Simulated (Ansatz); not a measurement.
Barrier NH3 (SMILES N) + C2H5 (SMILES [CH2]C) via C2H8N, on the benchmark's geometries as Psi4's copy gives them; open shells unrestricted, no zero-point energy, no spin–orbit coupling.
Transition structure (charge 0, multiplicity 2):
```xyz
11

C     -1.48570    -0.44816    -0.00002
C     -0.50504     0.70174     0.00003
N      1.86516    -0.34017    -0.00006
H     -1.35419    -1.07651    -0.88050
H     -1.35416    -1.07661     0.88038
H     -2.51702    -0.08617     0.00003
H     -0.52222     1.31612    -0.89722
H     -0.52221     1.31603     0.89734
H      0.66505     0.14796    -0.00003
H      2.24664     0.15972    -0.80481
H      2.24644     0.15913     0.80515
```

Programs: Ansatz (a first-principles code) with Gaussian orbitals. Values without a source in brackets are computed.

The barrier height (kcal/mol) and the share of exact exchange:

| functional | exact exchange (%) | value |
|---|---|---|
| PBE/def2-TZVPPD | 0 | 10.05 |
| PBE0/def2-TZVPPD | 25 | 14.63 |
| BLYP/def2-TZVPPD | 0 | 12.69 |
| B3LYP/def2-TZVPPD | 20 | 15.54 |
| BHLYP/def2-TZVPPD | 50 | 19.91 |
| r2SCAN/def2-TZVPPD | 0 | 13.07 |

Problem. Take the value as linear in the share of exact exchange along PBE and PBE0. Give the slope, say whether the sign turns, and set the other functionals against that line.

Solution. 
Slope: (14.63 − (10.05))/2.5 = 1.83 kcal/mol for each 10 %. The line keeps its sign from 0 to 100 %. At 50 % it gives 19.2 kcal/mol. The LYP pair gives (19.91 − (12.69))/5 = 1.45 for each 10 %. BHLYP, at 50 %, lies 0.7 from the PBE line. B3LYP, at 20 %, lies 1.8 from the PBE line. r2SCAN, with none, stands 3.0 from PBE.
